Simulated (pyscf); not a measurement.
H₃Si–PH₂ + H atom (H•) → PH₂• + silane (SiH₄), a substitution at Si (doublet surface; P–Si broken, H–Si formed). Optimised with ωB97X-D3(BJ)/def2-SVP in PySCF. MP2 and CC: frozen core, UHF for open shells. ΔMP2 is the change of the MP2 total energy from the triple- to the quadruple-zeta basis. Energies in kcal/mol from the separated reactants.

Small-basis levels: PySCF, no dispersion term, spherical d functions. AM1 to PM7: differences of heats of formation from MOPAC. Open shells are spin-unrestricted. 

```tsv
level	barrier	reaction energy
B3LYP/STO-3G	1.4	-32.6
B3LYP/6-31G*	___	-27.0
B3LYP/6-311+G**	___	-28.0
B3LYP/def2-SVP	0.8	-26.6
PM3	-15.1	-17.5
PM6	5.2	+84.4
PM7	16.1	-8.6
CCSD(T)/def2-TZVPP + ΔMP2(QZVPP)	___	-22.9
```

Q: What belongs in the gaps?

A: 
- B3LYP/6-31G*, barrier: 0.8
- B3LYP/6-311+G**, barrier: 0.9
- CCSD(T)/def2-TZVPP + ΔMP2(QZVPP), barrier: 5.6

Against the last row the barrier runs from -20.7 (PM3) to +10.5 kcal/mol (PM7); PM6 happens to lie closest here (0.4 kcal/mol apart). At PM3, PM6 this geometry lies under one side, so the entry may be no barrier of that level: it is a single point on another level's saddle. CCSD(T)/def2-TZVPP + ΔMP2(QZVPP) has limits of its own. This is the saddle that the search found; another between the same sides may lie lower. The angle at the attacked Si is 178°. The CCSD(T) − MP2 part came from Ansatz, without density fitting, on the same reference.
